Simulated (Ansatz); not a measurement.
Ideal-gas functions of C₃H₂ClF (`FC1=CC1Cl`) at 600 K and 1 bar, from an Ansatz frequency run at PBE0-D4/def2-TZVP.

Molar mass 92.5 g/mol, point group C1 (symmetry number 1), electronic degeneracy 1, moments of inertia 52.611, 206.334, 241.279 u Å². Harmonic wavenumbers (cm⁻¹, unscaled): 175, 337, 423, 559, 692, 758, 791, 974, 1047, 1076, 1287, 1334, 1917, 3147, 3320.

Use S(trans) = R[1.5 ln M + 2.5 ln T − 1.1517]; rotational temperatures θ = 24.2544 K / I; S(rot) = R[ln(√π/σ · √(T³/θAθBθC)) + 1.5]; for each mode x = 1.438777 ν̃/T, S = R[x/(eˣ − 1) − ln(1 − e⁻ˣ)] and H = RT x/(eˣ − 1); 1 cm⁻¹ = 0.0119627 kJ/mol; R = 8.31446 J/(mol·K).

Q: By hand: the entropy, in J/(mol·K).

A: Translation 179.9. Rotation: θ = 0.461, 0.1175, 0.1005 K, giving 118.7. Vibration, mode by mode: 15.60, 10.31, 8.54, 6.47, 5.00, 4.40, 4.14, 2.93, 2.55, 2.41, 1.62, 1.48, 0.47, 0.04, 0.03, in all 66.0. Electronic 0.0. Sum 364.6 J/(mol·K).

Q: By hand: H − E and G − E in kJ/mol, counted from the electronic energy.

A: Zero-point energy ½ × 17837 × 0.0119627 = 106.7; thermal vibration 23.0; translation, rotation and pV give 4 RT = 20.0. H − E = 149.7 kJ/mol, and G − E = 149.7 − 600 × 364.6/1000 = -69.1 kJ/mol.

Vibration gives 18 % of the entropy. The sum counts one conformer and one mirror image; others add a mixing term.
